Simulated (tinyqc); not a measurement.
Extended Hueckel theory, for BH3, step by step. One step of it, computed by the program tinyqc.

Problem. Wolfsberg-Helmholz matrix. H_ij = K' S_ij (H_ii + H_jj)/2 for i != j (the diagonal keeps H_ii), with K' = 1.75.

overlap S, order 1B 2s, 1B 2px, 1B 2py, 1B 2pz, 2H 1s, 3H 1s, 4H 1s:
```
[[1.000000, 0.000000, 0.000000, 0.000000, 0.519863, 0.519796, 0.519796],
 [0.000000, 1.000000, 0.000000, 0.000000, 0.550196, -0.274800, -0.274800],
 [0.000000, 0.000000, 1.000000, 0.000000, 0.000000, 0.476614, -0.476614],
 [0.000000, 0.000000, 0.000000, 1.000000, -0.009309, -0.009307, -0.009307],
 [0.519863, 0.550196, 0.000000, -0.009309, 1.000000, 0.112624, 0.112624],
 [0.519796, -0.274800, 0.476614, -0.009307, 0.112624, 1.000000, 0.112413],
 [0.519796, -0.274800, -0.476614, -0.009307, 0.112624, 0.112413, 1.000000]]
```

diagonal H_ii (eV): [-15.200000, -8.500000, -8.500000, -8.500000, -13.600000, -13.600000, -13.600000]

K = 1.750000

Give: H.

Solution.

H (eV), order 1B 2s, 1B 2px, 1B 2py, 1B 2pz, 2H 1s, 3H 1s, 4H 1s:
```
[[-15.200, 0.000, 0.000, 0.000, -13.101, -13.099, -13.099],
 [0.000, -8.500, 0.000, 0.000, -10.639, 5.314, 5.314],
 [0.000, 0.000, -8.500, 0.000, 0.000, -9.217, 9.217],
 [0.000, 0.000, 0.000, -8.500, 0.180, 0.180, 0.180],
 [-13.101, -10.639, 0.000, 0.180, -13.600, -2.680, -2.680],
 [-13.099, 5.314, -9.217, 0.180, -2.680, -13.600, -2.675],
 [-13.099, 5.314, 9.217, 0.180, -2.680, -2.675, -13.600]]
```
